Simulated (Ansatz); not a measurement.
I need a composite energy at a relaxed geometry of BH₅NP, SMILES NBP. Use the Ansatz DFT code, driven from Python. Level of theory (for the species named): r2SCAN, def2-SVP basis, multiplicity 1.

```xyz
8

N     1.0633    0.5752    0.1697
B     0.1683   -0.6094   -0.1569
P    -1.7493   -0.4040   -0.1368
H     1.6938    0.7156   -0.6511
H     1.6652    0.2892    0.9739
H     0.6445   -1.6576   -0.4236
H    -1.7246    0.8172   -0.9233
H    -1.7611    0.2737    1.1482
```

`composite_bh5np.py`:
```python
'''A composite energy for BH5NP: DFT geometry, MP2 basis limit, coupled-cluster correction.'''

import itertools
import warnings

import ansatz as az
from ase import Atoms
from ase.data import atomic_numbers, covalent_radii
import numpy as np


def main() -> None:
    warnings.simplefilter('ignore', az.DeckWarning)

    atoms = Atoms(['N', 'B', 'P', 'H', 'H', 'H', 'H', 'H'], positions=[
        [1.0633, 0.5752, 0.1697],
        [0.1683, -0.6094, -0.1569],
        [-1.7493, -0.404, -0.1368],
        [1.6938, 0.7156, -0.6511],
        [1.6652, 0.2892, 0.9739],
        [0.6445, -1.6576, -0.4236],
        [-1.7246, 0.8172, -0.9233],
        [-1.7611, 0.2737, 1.1482],
    ])
    bh5np = az.Crystal.molecule_from_ase(atoms)

    calc = bh5np.calculation().basis(gaussian='def2-SVP').functional('r2SCAN')
    symbols = [site.symbol for site in bh5np.cartesian_sites]
    start = np.array([site.position_ang for site in bh5np.cartesian_sites], dtype=float)
    report = calc.relax(force_tolerance=0.01).run().report
    end = np.array(report['positions_ang'])
    # pairs closer than 1.2 times the sum of covalent radii, before or after
    radius = [covalent_radii[atomic_numbers[s]] for s in symbols]
    span = lambda where, i, j: np.linalg.norm(where[i] - where[j])
    bonded = [(i, j) for i, j in itertools.combinations(range(len(symbols)), 2) if min(span(start, i, j), span(end, i, j)) < 1.2 * (radius[i] + radius[j])]
    print('pair        before    after (A)')
    for i, j in bonded:
        print(f'{symbols[i]}{i}-{symbols[j]}{j}'.ljust(10), f'{span(start, i, j):8.4f} {span(end, i, j):8.4f}')

    minimum = az.Crystal.molecule()
    for symbol, place in zip(symbols, end):
        minimum = minimum.atom(symbol, place.tolist())
    at_minimum = minimum.calculation()
    # MP2 extrapolated to the basis limit, plus the small-basis difference CCSD(T) - MP2
    level = lambda method, basis: at_minimum.basis(gaussian=basis).correlation(method).run().report
    small, large, cluster = level('mp2', 'cc-pVDZ'), level('mp2', 'cc-pVTZ'), level('ccsd_t', 'cc-pVDZ')
    corr = lambda each: (each['free_energy_ev'] - each['reference_energy_ev']) / 27.211386246
    mp2_limit = (27 * corr(large) - 8 * corr(small)) / 19
    pieces = {'HF / cc-pVTZ': large['reference_energy_ev'] / 27.211386246, 'MP2 correlation, DZ-TZ limit': mp2_limit, 'CCSD(T) - MP2 / cc-pVDZ': corr(cluster) - corr(small)}
    for name, value in pieces.items():
        print(f'{name:32s} {value:14.6f} Ha')
    print(f'{"sum":32s} {sum(pieces.values()):14.6f} Ha')
    print('T1 diagnostic', round(cluster['correlation']['coupled_cluster']['t1_diagnostic'], 4))


if __name__ == '__main__':
    main()
```

```console
$ python composite_bh5np.py
pair        before    after (A)
N0-B1        1.5202   1.3940
N0-H3        1.0445   1.0139
N0-H4        1.0444   1.0137
B1-P2        1.9287   1.9252
B1-H5        1.1818   1.2105
P2-H6        1.4528   1.4293
P2-H7        1.4528   1.4253
HF / cc-pVTZ                        -422.867315 Ha
MP2 correlation, DZ-TZ limit          -0.517340 Ha
CCSD(T) - MP2 / cc-pVDZ               -0.056981 Ha
sum                                 -423.441636 Ha
T1 diagnostic 0.0144
```

Total energies depend on the basis set; only differences at equal settings carry meaning. The sum leaves out core correlation, relativity, the Hartree-Fock basis error and zero-point energy; a DZ-TZ extrapolation is rough. Inner cores stay frozen, so this is valence correlation. For Al to Cl the sets with a tight d function, cc-pV(X+d)Z, are usual. An extrapolation from small basis sets is rough. Hardware and time: 66 s on 1 thread of Arm Neoverse V1, on a shared host, peak memory 0.33 GiB.
